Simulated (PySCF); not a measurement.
Simulated outer-valence photoelectron spectrum of `C#CC(=O)N=C`. Theory: EOM-IP-CCSD/aug-cc-pVDZ in PySCF, restricted Hartree–Fock reference, 6 core orbitals frozen, non-relativistic, gas phase, PBE0-D3(BJ)/def2-SVP geometry.

Each root has a Gaussian of 0.4 eV full width with its one-hole share as area; cross sections and vibrations are left out, and the highest printed point is 100.

(ionisation energy (eV), intensity): (9.6, 2), (9.8, 23), (10.0, 63), (10.2, 44), (10.4, 8), (10.6, 1), (10.8, 10), (11.0, 53), (11.2, 100), (11.4, 97), (11.6, 81), (11.8, 63), (12.0, 18), (12.2, 1), (12.4, 4), (12.6, 30), (12.8, 66), (13.0, 36), (13.2, 5), (13.4, 0), (13.6, 0), (13.8, 0), (14.0, 2), (14.2, 19), (14.4, 60), (14.6, 47), (14.8, 9), (15.0, 0), (15.2, 0), (15.4, 0), (15.6, 4), (15.8, 32), (16.0, 65), (16.2, 39), (16.4, 44), (16.6, 63), (16.8, 25), (17.0, 2)

**Question.** Where are the maxima, and how many lines lie under the curve?

**Answer.** 6 maxima, at 10.0, 11.3, 12.8, 14.5, 16.0 and 16.6 eV, from 8 lines. At this width some lines have no maximum of their own.

**Question.** List the lines with their holes.

**Answer.** 
```
E (eV)  leading hole (HF orbital)  area  Koopmans (eV)
 10.05                     HOMO-2  0.94          11.86
 11.14                       HOMO  0.95          11.39
 11.38                     HOMO-1  0.96          11.47
 11.72                     HOMO-4  0.95          13.74
 12.81                     HOMO-3  0.95          13.02
 14.46                     HOMO-5  0.92          15.56
 16.00                     HOMO-7  0.93          18.51
 16.57                     HOMO-6  0.92          18.20
```

The widest gap, 1.65 eV, lies between 12.81 and 14.46 eV. Only orbitals with −ε under 21 eV, eight at most, were ionised, so the high end of the curve may lack lines.

Shape of the structure used: `[CH:1]#[C:2][C:3](=[O:4])[N:5]=[CH2:6]`: C2–C3–N5–C6 -121°.

One conformer stands for the species.
